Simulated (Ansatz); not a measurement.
# One shape, several levels: AlH3O (AlH2(OH))

Aim: a comparison of 6 runs (HF/STO-3G, B2PLYP/STO-3G, CAM-B3LYP/STO-3G, UPBE/STO-3G, CCSD/STO-3G, FCI/STO-3G) of AlH3O (AlH2(OH)). 

Program for the calculation: Ansatz 0.2.0.

56 further runs of the same task are left out: 56 set aside as unsound or not needed.

## 1. The molecule

AlH3O has 5 atoms, charge 0, and is taken as a singlet. As SMILES, `[H][Al]([H])[OH]`. The H2–Al1 distance was set to 3.829 Å, away from the relaxed value. At this shape a bond of the SMILES string is far longer than usual.

Bond lengths: Al1–O4 1.636 Å, Al1–H3 1.531 Å, O4–H5 0.949 Å. Angles: Al1–O4–H5 179.6°, H3–Al1–O4 120.0°.

## 2. The energy at HF/STO-3G (run 1)

Input file run.yaml:

```yaml
crystal:
  periodic: [false, false, false]
  atoms:
    - {symbol: Al, position_ang: [-2.019009, 0.501954, 0.058892]}
    - {symbol: H, position_ang: [1.798980, 0.417230, -0.221380]}
    - {symbol: H, position_ang: [-2.771799, 1.819844, -0.143648]}
    - {symbol: O, position_ang: [-2.846229, -0.869196, 0.394822]}
    - {symbol: H, position_ang: [-3.325059, -1.666496, 0.583962]}
basis:
  gaussian:
    orbitals: STO-3G
hamiltonian:
  xc: hf
accuracy: high
```

On the command line:

```bash
ansatz run run.yaml --threads 1 --pin off --max-ram 2610MiB --events-out events.jsonl --progress --plain --runs-dir runs
```

Output:

```text
Warning: RAYON_NUM_THREADS=1 ignored (pool sized by the plan → 1); use --threads N
Functional definition: HF
  name "HF"
  exchange = exact_x
  correlation = 0
279 factors; integrals over basis functions are off by at most 4.0e-9 eV
mean field evaluation 1: about -8545.7406 eV, gradient 2.3e1 eV
mean field evaluation 2: about -8545.7541 eV, gradient 2.3e1 eV
mean field evaluation 4: about -8547.7390 eV, gradient 8.6e0 eV
mean field evaluation 8: about -8550.2947 eV, gradient 4.4e0 eV
mean field evaluation 16: about -8550.4772 eV, gradient 6.4e-7 eV
mean field -8550.47722385 eV, -314.2242422547 hartree, gradient 1.9e-8 eV, S^2 0.000000; 0 other end points of the search recorded, 0 dependent functions left out
reference -8550.47722385 eV, -314.2242422547 hartree; 12, 12 occupied and 5, 5 virtual orbitals, 279 factors
Total energy: -8550.47722385 eV, -314.2242422547 hartree
```

Run time: 0.21 s. Hardware: 1 thread of Intel Xeon Platinum 8259CL at 2.50GHz (Skylake/Cascade Lake), shared host.

## 3. A single-point energy at B2PLYP/STO-3G (run 2)

Input file molecule.yaml:

```yaml
crystal:
  periodic: [false, false, false]
  atoms:
    - symbol: Al
      position_ang: [-2.019009, 0.501954, 0.058892]
    - symbol: H
      position_ang: [1.798980, 0.417230, -0.221380]
    - symbol: H
      position_ang: [-2.771799, 1.819844, -0.143648]
    - symbol: O
      position_ang: [-2.846229, -0.869196, 0.394822]
    - symbol: H
      position_ang: [-3.325059, -1.666496, 0.583962]
basis:
  gaussian: {orbitals: STO-3G}
hamiltonian: {xc: {name: B2PLYP}}
correlation: {frozen_orbitals: {Al: 5, H: 0, O: 1}}
accuracy: high
```

On the command line:

```bash
ansatz run molecule.yaml --threads 1 --pin off --max-ram 2610MiB --events-out events.jsonl --progress --plain --runs-dir runs
```

Output, cut to the lines that bear on the results:

```text
Warning: RAYON_NUM_THREADS=1 ignored (pool sized by the plan → 1); use --threads N
Functional definition: B2PLYP
  name "B2PLYP"
[...]
279 factors; integrals over basis functions are off by at most 4.0e-9 eV
[...]
mean field -8568.50028045 eV, -314.8865773683 hartree, gradient 5.9e-8 eV, S^2 0.000000; 0 other end points of the search recorded, 0 dependent functions left out; unrestricted orbitals would lower it
6 core orbitals not correlated: weight in the atoms' cores, before any rotation towards them, 1.000 or more for the frozen orbitals, at most 0.000 for the correlated occupied ones
reference -8568.50030129 eV, -314.8865781343 hartree; 6, 6 occupied and 5, 5 virtual orbitals, 279 factors
second order -8.56677462 eV of doubles, -0.00000000 eV of singles
Total energy: -8570.81333044 eV, -314.9715803876 hartree
```

Wall time 1.6 s (1 thread of Intel Xeon Platinum 8259CL at 2.50GHz (Skylake/Cascade Lake), shared host); peak memory 0.12 GiB.

Run 3 isn't shown in full; the table further down has it.

## 4. A single-point energy at UPBE/STO-3G (run 4)

Changes to run.yaml since step 2:

```diff
@@ -11,4 +11,6 @@
     orbitals: STO-3G
+magnetization:
+  spin_polarized: true
 hamiltonian:
-  xc: hf
+  xc: pbe
 accuracy: high
```

On the command line:

```bash
ansatz run run.yaml --threads 1 --pin off --max-ram 2610MiB --events-out events.jsonl --progress --plain --runs-dir runs
```

Output:

```text
Warning: RAYON_NUM_THREADS=1 ignored (pool sized by the plan → 1); use --threads N
Functional definition: PBE
  name "PBE"
  parameter kappa = 0.804
  parameter beta = 0.06672455060314922
  exchange = pbe_x(kappa = kappa, mu = beta*pi^2/3)
  correlation = pbe_c(beta = beta)
279 factors; integrals over basis functions are off by at most 4.0e-9 eV
mean field evaluation 1: about -8561.3826 eV, gradient 2.2e1 eV
mean field evaluation 2: about -8525.8206 eV, gradient 7.0e1 eV
mean field evaluation 4: about -8564.2533 eV, gradient 1.0e1 eV
mean field evaluation 8: about -8569.1453 eV, gradient 9.8e0 eV
mean field evaluation 16: about -8570.9703 eV, gradient 1.1e-2 eV
mean field evaluation 32: about -8571.9242 eV, gradient 1.7e-3 eV
mean field evaluation 64: about -8571.7674 eV, gradient 2.3e0 eV
mean field -8571.92422691 eV, -315.0124050800 hartree, gradient 2.1e-8 eV, S^2 0.992183; 5 other end points of the search recorded, 0 dependent functions left out
reference -8571.92422930 eV, -315.0124051679 hartree; 12, 12 occupied and 5, 5 virtual orbitals, 279 factors
Total energy: -8571.92422930 eV, -315.0124051679 hartree
```

Run time: 5.7 s. Hardware: 1 thread of Intel Xeon Platinum 8259CL at 2.50GHz (Skylake/Cascade Lake), shared host; peak memory 0.14 GiB.

Run 5 isn't shown in full; the table further down has it.

## 5. The energy at FCI/STO-3G (run 6)

Input file job.yaml:

```yaml
crystal:
  periodic: [false, false, false]
  atoms:
    - {symbol: Al, position_ang: [-2.019009, 0.501954, 0.058892]}
    - {symbol: H, position_ang: [1.798980, 0.417230, -0.221380]}
    - {symbol: H, position_ang: [-2.771799, 1.819844, -0.143648]}
    - {symbol: O, position_ang: [-2.846229, -0.869196, 0.394822]}
    - {symbol: H, position_ang: [-3.325059, -1.666496, 0.583962]}
basis:
  gaussian:
    orbitals: STO-3G
correlation:
  method: fci
  frozen_orbitals: {Al: 5, H: 0, O: 1}
accuracy: high
```

On the command line:

```bash
ansatz run job.yaml --threads 1 --pin off --max-ram 2610MiB --events-out events.jsonl --progress --plain --runs-dir runs
```

Output, cut to the lines that bear on the results:

```text
Warning: RAYON_NUM_THREADS=1 ignored (pool sized by the plan → 1); use --threads N
Functional definition: HF
  name "HF"
[...]
279 factors; integrals over basis functions are off by at most 4.0e-9 eV
[...]
mean field -8550.47722385 eV, -314.2242422547 hartree, gradient 1.9e-8 eV, S^2 0.000000; 0 other end points of the search recorded, 0 dependent functions left out; unrestricted orbitals would lower it
unrestricted determinant -8555.46000452 eV, -314.4073560671 hartree, S^2 1.0069
6 core orbitals not correlated: weight in the atoms' cores, before any rotation towards them, 1.000 or more for the frozen orbitals, at most 0.000 for the correlated occupied ones
reference -8550.47722385 eV, -314.2242422547 hartree; 6, 6 occupied and 5, 5 virtual orbitals, 279 factors
state -8557.40051992 eV, -314.4786686927 hartree
Total energy: -8557.40051992 eV, -314.4786686927 hartree
```

Wall time 2.5 s (1 thread of Intel Xeon Platinum 8259CL at 2.50GHz (Skylake/Cascade Lake), shared host).

## 6. All runs side by side

```csv
run,level,frozen core orbitals,energy (Eh),wall time
1,HF/STO-3G,–,-314.224242,0.21 s
2,B2PLYP/STO-3G,6,-314.971580,1.6 s
3,CAM-B3LYP/STO-3G,–,-315.108128,1.9 s
4,UPBE/STO-3G,–,-315.012405,5.7 s
5,CCSD/STO-3G,6,-314.467452,0.33 s
6,FCI/STO-3G,6,-314.478669,2.5 s
```

## 7. What came out

```
                                          quantity          value
                               run 6: total energy  -314.47867 Eh
run 6: correlation energy (6 core orbitals frozen)     -254.4 mEh
```

Against full CI in this basis: HF +254.4 mEh; CCSD +11.2 mEh. Totals of different functionals can't be ranked against each other. In run 5 the T1 diagnostic is large, so a single reference may not serve. In runs 2, 5 the log says that unrestricted orbitals would lower the reference, so the values rest on an unstable closed-shell determinant (other closed-shell runs at this shape may share the fault). In runs 1, 2, 3, 4, 5, 6 the basis is minimal, so the values are rough. Spin contamination of the reference: run 4 ⟨S²⟩ = 0.99. Where it is this large, the reference is a mixture of spin states, and values that rest on it are in doubt. All runs together took 12 s, the longest 5.7 s.
